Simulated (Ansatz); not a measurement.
Geometry optimisation, RKS r2SCAN-D4/def2-SVP in Ansatz.

input.yaml

```yaml
crystal:
  periodic: [false, false, false]
  atoms:
    - { symbol: Al, position_ang: [-0.924999, -0.4547, 0.98917] }
    - { symbol: H, position_ang: [1.794946, -0.033214, 1.229226] }
    - { symbol: "N", position_ang: [2.036478, 0.165466, 0.23979] }
    - { symbol: H, position_ang: [1.764725, -0.647359, -0.313551] }
    - { symbol: H, position_ang: [1.473171, 0.960665, -0.061353] }
    - { symbol: "N", position_ang: [-1.191676, -0.070805, -0.760343] }
    - { symbol: H, position_ang: [-2.123383, -0.055961, -1.179388] }
    - { symbol: H, position_ang: [-0.521362, 0.13591, -1.499351] }
basis:
  gaussian: { orbitals: def2-SVP }
hamiltonian:
  xc: r2scan
  dispersion: d4
relax:
  f_tol: 0.03
  max_steps: 50
output:
  orbitals: {}
```

Command:

```bash
$ ansatz run input.yaml --threads 1 --pin off --max-ram 2048MiB --backend cpu --events-out ev --progress --plain --runs-dir out
```

Task: Where does it end, and by what steps?

Result: The forces met the threshold. After 7 steps the energy has fallen by 0.020 eV; H2 moved furthest, 0.20 Å.

```csv
step,energy less start (eV),largest force component (eV/Å),accepted
0,0.0000,0.663,yes
1,0.0031,1.093,no
2,-0.0075,0.653,yes
3,-0.0110,0.605,yes
4,-0.0123,0.258,yes
5,-0.0152,0.157,yes
6,-0.0199,0.033,yes
7,-0.0203,0.007,yes
```

```xyz
8
Properties=species:S:1:pos:R:3
Al -0.872 -0.446 0.977
H 1.987 0.005 1.207
N 1.934 0.158 0.203
H 1.616 -0.691 -0.259
H 1.296 0.926 0.003
N -1.122 -0.056 -0.777
H -2.061 -0.048 -1.178
H -0.469 0.151 -1.532
```

Whether the end is a true minimum wasn't checked by a vibrational analysis.

Run time: 24 s on 1 thread of Arm Neoverse V2 (shared host), peak memory 0.14 GiB.
